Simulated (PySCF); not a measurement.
## Partners of hydrogen selenide

Gas-phase complexes of hydrogen selenide, each in one structure from a short search with a few starts, optimised by PBE0-D3(BJ)/def2-SVPD; other ways of binding may lie lower. Energies in kcal/mol, wB97M-D3(BJ)/def2-TZVPD, counterpoise-corrected (PySCF): interaction is complex less parts frozen as they stand in it, binding adds what it costs to deform them. Contacts are written partner···hydrogen selenide; electrostatic, Pauli and orbital are terms of the uncorrected same energy, whose rest is dispersion or correlation.

Frequency runs check only 3 of the 4 structures; an imaginary mode is left, so that the point isn't a minimum, in the complex with ethylene (27i cm⁻¹). 3 further partners within 0.25 kcal/mol of a listed one are not ranked.

Problem. Order these partners of hydrogen selenide by binding energy, strongest first: cyanamide, carbonyl sulfide, methylamine, ethylene.

Solution. methylamine (-2.5), cyanamide (-2.2), ethylene (-1.5), carbonyl sulfide (-1.1).
```tsv
partner	contact	distance (Å)	binding	interaction	electrostatic	Pauli	orbital
methylamine	N···Se	3.10	-2.5	-2.6	-5.8	6.6	-2.1
cyanamide	N···H	2.22	-2.2	-2.3	-4.6	5.3	-2.4
ethylene	C···Se	3.49	-1.5	-1.5	-2.0	2.3	-0.7
carbonyl sulfide	C···Se	3.83	-1.1	-1.1	-1.4	1.5	-0.3
```
